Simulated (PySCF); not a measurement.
# SiH3F, an adduct: interaction energy

One table from this session's results is given with a row withheld; the runs are named, their logs left out.

Computed with PySCF 2.14.0; each step states its level. No surroundings beyond the atoms listed, unless a continuum is named. Atoms count from 0, parts from 1.

### The system as given

5 atoms, charge 0, multiplicity 1; geometry: GFN2-xTB. Parts: 1 = atoms 0–3, `[SiH3+]`, charge 1; 2 = atom 4, `[F-]`, charge -1. In the given geometry Si0 and F4 of different parts are bonded (1.61 Å), so values for the parts refer to these atom groups.

The first run:

What the job is given:

```
{"job": {"xc": "PBE0", "basis": "def2-SVPD", "d3": "d3bj", "grid": 2, "kind": "geom", "shake": 0.01}, "charge": 0, "multiplicity": 1, "parts": [{"atoms": "0-3", "charge": 1, "multiplicity": 1}, {"atoms": "4-4", "charge": -1, "multiplicity": 1}]}
Si    -0.437164    -0.055555    -0.112680
H      0.632143    -0.870935     0.344774
H     -0.186516     0.665750    -1.367341
H     -0.972195     0.834603     0.914487
F     -1.644043    -1.059650    -0.489913
```

Command:

```
> OMP_NUM_THREADS=1 python cluster_run.py task.json out
```

This one command runs all jobs of the session in turn.

Among the steps run: Geometry optimisation at PBE0-D3(BJ)/def2-SVPD; Coupled-cluster interaction energy: CCSD(T) and MP2, 1.64 Å; Coupled-cluster interaction energy: CCSD(T) and MP2, 1.81 Å; Coupled-cluster interaction energy: CCSD(T) and MP2, 1.56 Å; Coupled-cluster interaction energy: CCSD(T) and MP2, 2.05 Å; Coupled-cluster interaction energy: CCSD(T) and MP2, 1.48 Å; Coupled-cluster interaction energy: CCSD(T) and MP2, 2.46 Å; Coupled-cluster interaction energy: CCSD(T) and MP2, 3.28 Å.

One of the session's tables, all rows but one given; the rest of the session is left out.

It belongs to the step «Coupled-cluster interaction energy: CCSD(T) and MP2, 3.28 Å». 

| method | interaction energy (kcal/mol) |
| --- | --- |
| HF/aug-cc-pVDZ | -124.79 |
| MP2/aug-cc-pVDZ | -134.56 |
| CCSD/aug-cc-pVDZ | -134.95 |
| CCSD(T)/aug-cc-pVDZ | -145.64 |
| HF/aug-cc-pVTZ | -125.53 |
| MP2/aug-cc-pVTZ | -135.44 |
| SCS-MP2/aug-cc-pVTZ | -135.04 |
| MP2, extrapolated | -135.49 |
| CCSD(T), limit estimate | ? |

**Question.** Estimate the row for CCSD(T), limit estimate.

**Answer.** interaction energy (kcal/mol): -146.57. In the column «interaction energy (kcal/mol)» it is the lowest.

Limits of these values: At 2.46 Å a test (T1, the size of the triples or of CCSD(T) less MP2, charge moved between the parts) flags the run, so its CCSD(T) estimate is not taken as a benchmark. At 3.28 Å a test (T1, the size of the triples or of CCSD(T) less MP2, charge moved between the parts) flags the run, so its CCSD(T) estimate is not taken as a benchmark.
